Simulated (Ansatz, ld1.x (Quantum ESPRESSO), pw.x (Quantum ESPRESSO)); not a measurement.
# pw.x on diamond Mg: one setting changed

Potential: PAW, ld1.x (Quantum ESPRESSO) 7.5, LDA (PW92); core [Ne], reference 3s2 3p0; waves: 3s (bound): rcut 1.85, rcutus 2.55 bohr; 3s channel at 0.45 Ry: rcut 1.85, rcutus 2.55 bohr; 3p (bound, empty): rcut 1.90, rcutus 2.55 bohr; 3p channel at 0.25 Ry: rcut 1.90, rcutus 2.55 bohr; 3d channel at 0.45 Ry: rcut 1.85, rcutus 2.40 bohr; local part: all-electron potential smoothed inside 2.24 bohr (lloc = -1); core correction: Bessel-smoothed model core inside 1.55 bohr; augmentation: PSQ, inside the norm-conserving radii.

The reference run (k-mesh 8³, cutoffs 40/320 Ry, Fermi–Dirac 0.01 Ry, mixing_beta 0.4, conv_thr 1e-9, no spin) gives 0.02 GPa at 37.617 Å³/atom, where all-electron LAPW gives -0.01 GPa. This run, with its own iteration cap, changes smearing to mv.

```
&control
  calculation='scf', prefix='x', pseudo_dir='./', outdir='./tmp', tstress=.true., disk_io='none'
/
&system
  ibrav=0, nat=2, ntyp=1, ecutwfc=40, ecutrho=320, nbnd=9,
  occupations='smearing', smearing='mv', degauss=0.01
/
&electrons
  conv_thr=1e-09, mixing_beta=0.4, electron_maxstep=50
/
ATOMIC_SPECIES
Mg 1.0 Mg.UPF
CELL_PARAMETERS angstrom
  0.00000000 3.35064219 3.35064219
  3.35064219 0.00000000 3.35064219
  3.35064219 3.35064219 0.00000000
ATOMIC_POSITIONS crystal
Mg 0.0000 0.0000 0.0000
Mg 0.2500 0.2500 0.2500
K_POINTS automatic
8 8 8 0 0 0
```

```bash
pw.x < Mg.scf.in > Mg.scf.out
```

How does the run end?

It converges in 5 iterations; the free energy moves by +19.8 meV/atom and the pressure by -0.11 GPa. This scheme is built to cancel the term in the square of the width that Fermi–Dirac smearing leaves in the F of a metal.

```
Message from routine setup:
     using ibrav=0 with symmetry is DISCOURAGED, use correct ibrav instead
     lattice parameter (alat)  =       8.9545  a.u.
     unit-cell volume          =     507.7042 (a.u.)^3
     number of electrons       =         4.00
     number of Kohn-Sham states=            9
     kinetic-energy cutoff     =      40.0000  Ry
     charge density cutoff     =     320.0000  Ry
     scf convergence threshold =      1.0E-09
     Exchange-correlation= SLA  PW   NOGX NOGC
     number of k points=    29  Marzari-Vanderbilt smearing, width (Ry)=  0.0100
     iteration #  1     ecut=    40.00 Ry     beta= 0.40
     total energy              =     -63.69659055 Ry
     estimated scf accuracy    <       0.00314632 Ry
     iteration #  2     ecut=    40.00 Ry     beta= 0.40
     total energy              =     -63.69652066 Ry
     estimated scf accuracy    <       0.00093876 Ry
     iteration #  3     ecut=    40.00 Ry     beta= 0.40
     total energy              =     -63.69658158 Ry
     estimated scf accuracy    <       0.00002471 Ry
     iteration #  4     ecut=    40.00 Ry     beta= 0.40
     total energy              =     -63.69658247 Ry
     estimated scf accuracy    <          8.4E-09 Ry
     iteration #  5     ecut=    40.00 Ry     beta= 0.40
     the Fermi energy is     0.7385 ev
!    total energy              =     -63.69658252 Ry
     estimated scf accuracy    <          8.2E-10 Ry
     smearing contrib. (-TS)   =      -0.00009018 Ry
     convergence has been achieved in   5 iterations
          total   stress  (Ry/bohr**3)                   (kbar)     P=       -0.86
     Message from routine punch:
     Nothing written, as per user request (disk_io='none')
```

The run took about 7.5 s on one core of a shared host (Neoverse-V2, 48 threads, 185 GiB, load 47).
